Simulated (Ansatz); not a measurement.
# H₂O₂ (triplet): wave-function methods side by side at distance O1–H3 along a hydrogen transfer = 1.241 Å, cc-pVTZ

How much of the correlation energy of H₂O₂ (triplet) does each wave-function method recover here?

Method: cc-pVTZ, core rule «outside noble gas», up to 2 orbitals frozen; program: Ansatz 0.2.0, Gaussian basis.

The runs, in order: UHF; CCSD(T) on ROHF; CCSD(T) on UHF; BCCD(T) on ROHF; CCSDT(Q) on ROHF; CCSDT(Q) on UHF; CASSCF and NEVPT2, 4 electrons in 4 orbitals; CASSCF and NEVPT2, 14 electrons in 10 orbitals.

## 1. What is computed

The geometry derives from fragments relaxed apart (PBE0/def2-TZVP) and kept rigid, so it is no stationary point. A hydrogen atom is moved between rigid fragments.

4 atoms, charge 0, spin multiplicity 3.

Atoms are counted from 1 here; the program's logs count them from 0.

Bond lengths: O1–H2 0.960 Å, O1–H3 1.241 Å, H3–O4 0.990 Å. Angles: H2–O1–H3 105.1°, O1–H3–O4 180.0°.

As a file:

```xyz
4

O    -1.07878   -0.02746    0.00000
H    -1.32809    0.89912    0.00000
H     0.16222   -0.02746    0.00000
O     1.15222   -0.02746    0.00000
```

## 2. UHF

in.yaml reads:

```yaml
crystal:
  periodic: [false, false, false]
  atoms:
    - {symbol: O, position_ang: [-1.078776, -0.027457, 0.000000]}
    - {symbol: H, position_ang: [-1.328086, 0.899119, 0.000000]}
    - {symbol: H, position_ang: [0.162224, -0.027457, 0.000000]}
    - {symbol: O, position_ang: [1.152224, -0.027457, 0.000000]}
basis:
  gaussian: {orbitals: cc-pVTZ}
magnetization: {spin_polarized: true, initial_magnetization: 2}
hamiltonian: {xc: hf}
output: {orbitals: {seedname: orbitals}}
```

The run is started by

```
ansatz run in.yaml --threads 1 --pin off --events-out ev --progress --plain --max-ram 2816MiB --backend cpu
```

After this run come: CCSD(T) on ROHF; CCSD(T) on UHF; BCCD(T) on ROHF; CCSDT(Q) on ROHF; CCSDT(Q) on UHF; CASSCF and NEVPT2, 4 electrons in 4 orbitals; CASSCF and NEVPT2, 14 electrons in 10 orbitals.

**Question.** What will the summary of the whole plan be? Wanted: UCCSDT(Q) below the RHF energy; RMP2 from UCCSDT(Q); UMP2 from UCCSDT(Q); RCCSD from UCCSDT(Q); RCCSD(T) from UCCSDT(Q); UCCSD(T) from UCCSDT(Q); RCCSDT(Q) from UCCSDT(Q); NEVPT2 pair from UCCSDT(Q); NEVPT2 valence from UCCSDT(Q).

The runs gave:

| quantity | value |
| --- | --- |
| UCCSDT(Q) below the RHF energy | -12.8815 eV |
| RMP2 from UCCSDT(Q) | +112.7 kJ/mol |
| UMP2 from UCCSDT(Q) | +112.3 kJ/mol |
| RCCSD from UCCSDT(Q) | +40.8 kJ/mol |
| RCCSD(T) from UCCSDT(Q) | +5.1 kJ/mol |
| UCCSD(T) from UCCSDT(Q) | +4.8 kJ/mol |
| RCCSDT(Q) from UCCSDT(Q) | +0.5 kJ/mol |
| NEVPT2 pair from UCCSDT(Q) | +106.1 kJ/mol |
| NEVPT2 valence from UCCSDT(Q) | +158.5 kJ/mol |
| levels within 1 kcal/mol (43 meV) | RCCSDT, UCCSDT, RCCSDT(Q) |
| T1 diagnostic | 0.037 |
| effectively unpaired electrons | 2.01 |

What this shows: RCCSD(T) lands +5.1 kJ/mol from the yardstick (0.4 % of the correlation energy). One determinant dominates. Of the multireference levels listed NEVPT2 pair comes nearest in total energy (+106.1 kJ/mol), which doesn't show that its space is the better one. These misses are within one basis, not against nature; the frozen cores of restricted and unrestricted runs differ, which can shift their rows.
